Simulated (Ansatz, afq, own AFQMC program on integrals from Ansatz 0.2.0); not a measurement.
**BSiH, singlet in 6-31G, levels against full CI**

```yaml
atoms:
  - { symbol: Si, position_ang: [0.0000, 0.0000, 0.2344] }
  - { symbol: B, position_ang: [0.0000, 0.0000, -1.9846] }
  - { symbol: H, position_ang: [0.0000, 0.0000, 1.7502] }
```

Connectivity, by distances: SiH–B.

Basis 6-31G. Only valence electrons are correlated. AFQMC by an in-house program on the Cholesky factors that Ansatz 0.2.0 writes for its CCSD(T) run. ph-AFQMC/CISD is guided by a CISD state made of CCSD amplitudes; releasing the constraint for a short imaginary time cuts its bias at the price of noise, slowly where states lie close. Uncertainties: one standard error, sampling alone.

Determinant: RHF, the one that the program's search chose, which needn't be the lowest solution. The geometry is a point of a scan.

Full CI on the same integrals is exact in this basis and with this determinant's frozen core.

Cautions: another spin lies lower; restricted determinant unstable towards unrestricted (UHF 811 meV lower, ⟨S²⟩ 1.15); strong correlation (T1 0.048, weight of the determinant 0.82, largest double 0.16); the CCSDT(Q) amplitudes may be one of several solutions (largest double 0.54); the CCSDTQ amplitudes may be one of several solutions (largest double 0.94); the released energies are still falling, so no released level is given (meV from the phaseless value at times in 1/Eh: -13 ± 3 at 0.24, -21.1 ± 2.3 at 0.51, -36 ± 3 at 0.99, -51 ± 5 at 1.62, -60 ± 4 at 2.40); the determinant fills πx and πy unequally, so it mixes two states of the linear molecule, and each level undoes that mixture to a different degree, while full CI gives the lower state; CCSDTQ on the UHF determinant differs (795 meV lower), perhaps since the unrestricted series falls towards higher spin.

The T1 diagnostic is 0.0481. The weight of the determinant in the CISD state is 0.818 and the size of the correlated space is 8 electrons in 18 orbitals.

Reference: full CI, correlation energy -3.787 eV. The cautions show a poor starting determinant, so the rows tell how each method copes with it here, and full CI is the sure value.

```
        level  E − E(reference) (meV)  share of correlation (%)
           HF                  3787.3                      0.00
          MP2                  1340.3                     64.61
         CCSD                   351.0                     90.73
      CCSD(T)                   149.1                     96.06
        CCSDT                    71.9                     98.10
     CCSDT(Q)                    24.8                     99.34
       CCSDTQ                     5.0                     99.87
ph-AFQMC/CISD             148.8 ± 4.0                     96.07
```

CCSDT and higher add their correlation energy to the determinant of the CCSD(T) run, since their own runs factorise the integrals more tightly (a shift of under 2 meV).
